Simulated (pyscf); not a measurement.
Thermochemistry of product channels of H₃C–ZnH (SMILES [CH3][ZnH]) + HCl (SMILES Cl) on the singlet surface, in kcal/mol, from ωB97M-D3(BJ)/def2-TZVP energies (ideal gas, 1 atm, RRHO with modes under 100 cm⁻¹ raised to 100, one conformer, R ln 2 for chiral ones without a mode under 150 cm⁻¹). Structures and frequencies: ωB97X-D3(BJ)/def2-SVP in PySCF.

```tsv
products	ΔE	ΔH(298 K)	ΔG(298 K)	ΔG(900 K)
H₃C–Zn–Cl (SMILES [CH3][Zn][Cl]) + H₂ (SMILES [H][H])	-29.8	-30.0	-28.7	___
CH₄ (SMILES C) + Cl–ZnH (SMILES [Cl][ZnH])	___	-37.2	-36.6	-34.7
```

### Question
Some entries are withheld; supply them.

### Answer

- H₃C–Zn–Cl (SMILES [CH3][Zn][Cl]) + H₂ (SMILES [H][H]), ΔG(900 K): -26.9
- CH₄ (SMILES C) + Cl–ZnH (SMILES [Cl][ZnH]), ΔE: -39.6

These are energies of the channels, which say nothing of barriers. Elements up to Kr have no core potential and no relativistic terms here.
